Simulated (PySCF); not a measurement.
Molecule: C-Cyanomethanimine ([H]/N=C/C#N, C$_{2}$H$_{2}$N$_{2}$).

Mapped SMILES: `[H]/[N:2]=[CH:3]/[C:4]#[N:5]`. Each H is labelled by its parent atom.

Spin–spin couplings on one PBE0-D3(BJ)/def2-SVP geometry, PySCF, gas phase, non-relativistic, equivalent pairs averaged; isotopes ¹³C, ¹H, ¹⁵N; basis pcJ-1.

Q: How do the couplings (Hz) change with the functional? Times are CPU seconds on 1 thread of an x86-64 server CPU, shared host; the GGAs took longer than the global hybrids here, which isn't the general rule, and the cause wasn't traced.

A: 
```tsv
functional	functions	¹J(C3,H(C3))	¹J(C3,C4)	¹J(H(N2),N2)	¹J(C4,N5)	²J(C4,H(C3))	²J(N2,C4)	²J(H(N2),C3)	core-s
LDA	128	142.5	75.2	-38.3	-7.8	17.4	-12.1	-3.4	4.4
PBE	128	166.7	86.7	-41.7	-10.1	19.3	-12.1	-5.9	7.2
KT2	128	180.0	73.0	-42.6	-3.4	21.4	-11.5	-7.2	7.4
B3LYP	128	185.0	99.8	-48.9	-18.9	19.0	-11.3	-8.8	5.9
PBE0	128	175.8	96.5	-46.2	-17.9	16.7	-10.4	-9.9	6.6
B97-2	128	168.2	96.0	-45.7	-17.1	16.2	-10.3	-9.2	6.5
BHandHLYP	128	203.7	118.6	-57.4	-32.5	14.5	-7.1	-16.6	7.1
CAM-B3LYP	128	184.3	100.7	-49.2	-21.4	17.7	-11.1	-9.4	8.2
``` Left out for a near triplet instability: HF/pcJ-1.
